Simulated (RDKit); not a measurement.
RDKit input (MMFF94):

```python
from rdkit import Chem
from rdkit.Chem import AllChem, rdDetermineBonds

mol = Chem.MolFromXYZFile('mol.xyz')
rdDetermineBonds.DetermineBonds(mol, charge=-1)
print('SMILES', Chem.MolToSmiles(Chem.RemoveHs(mol)))
ff = AllChem.MMFFGetMoleculeForceField(mol, AllChem.MMFFGetMoleculeProperties(mol))
e0 = ff.CalcEnergy()
flag = ff.Minimize(maxIts=5000, forceTol=1e-5)
print(f'energy {e0:.4f} -> {ff.CalcEnergy():.4f} kcal/mol, converged: {flag == 0}')
print(Chem.MolToXYZBlock(mol))
```
mol.xyz:
```
9

O      0.67531939     0.08570826     1.21578690
C      0.06089834     0.12797473     0.10750752
C     -0.32763936     1.24106744    -0.61255944
C     -0.29036899    -1.24656785    -0.50134071
H     -0.90767409    -1.80678104     0.20937975
H     -0.85220183     1.15134108    -1.55652673
H     -0.11097141     2.23680331    -0.23962904
H      0.63084779    -1.82189023    -0.64414044
H     -0.81989546    -1.17998507    -1.45702293
```

Output:

```
SMILES C=C(C)[O-]
energy -9.7342 -> -11.5272 kcal/mol, converged: True
9

O      0.658143    0.070316    1.184987
C      0.049325    0.139520    0.086405
C     -0.327448    1.222833   -0.611896
C     -0.275402   -1.230223   -0.474629
H     -0.920734   -1.797236    0.208379
H     -0.851458    1.148381   -1.555074
H     -0.105021    2.212902   -0.228525
H      0.637018   -1.812543   -0.655876
H     -0.806108   -1.166280   -1.432317
```

The dipole moment of an ion depends on the origin.
